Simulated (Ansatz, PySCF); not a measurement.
Species: C2H2F, charge 0, doublet. C2H2F (SMILES C=[C]F, doublet).
B3LYP-D3(BJ)/def2-TZVP minimum from Ansatz (a first-principles code):
```xyz
5

C     -0.0030     0.4279    -0.0061
C      1.2000    -0.0902     0.0004
F     -1.1765    -0.1568     0.0031
H      1.3403    -1.1676     0.0158
H      2.0667     0.5527    -0.0094
```
Charge 0, spin multiplicity 2.

Atomisation energy term by term, kcal/mol (programs: Ansatz). UHF or UKS for unpaired electrons; spin-orbit terms are left out. Correlated methods leave the cores frozen. Rows without X2C or -DK are non-relativistic. CBS(X,Y): correlation extrapolated as X^-3, Hartree-Fock from the larger set (Q,5: extrapolated as (X+1)exp(-9√X)). A bracket is a step between two methods taken in the basis named. '+ core + X2C': CCSD(T) terms for core correlation (cc-pwCVTZ) and scalar relativity (cc-pVTZ-DK). Where a partner has so few electrons that a lower coupled-cluster level is exact, that level stands in. The UHF reference of C2H2F (C=[C]F, doublet) is spin-contaminated (<S^2> up to 0.18 over the pure value in the sets run).

| term | basis | kcal/mol |
|---|---|---|
| Hartree-Fock | CBS(cc-pVQZ,cc-pV5Z) | 326.53 |
| CCSD correlation | CBS(cc-pVQZ,cc-pV5Z) | 115.47 |
| (T) | CBS(cc-pVQZ,cc-pV5Z) | 9.82 |
| CCSDT(Q) - CCSD(T) | cc-pVDZ | 1.02 |
| core correlation | cc-pwCVTZ | 2.17 |
| scalar relativity | X2C, cc-pVTZ-DK | -0.47 |
| minus zero-point energy | Hessian by PySCF at B3LYP-D3(BJ)/def2-TZVP | -19.25 |
| sum: D0 |  | 435.3 |
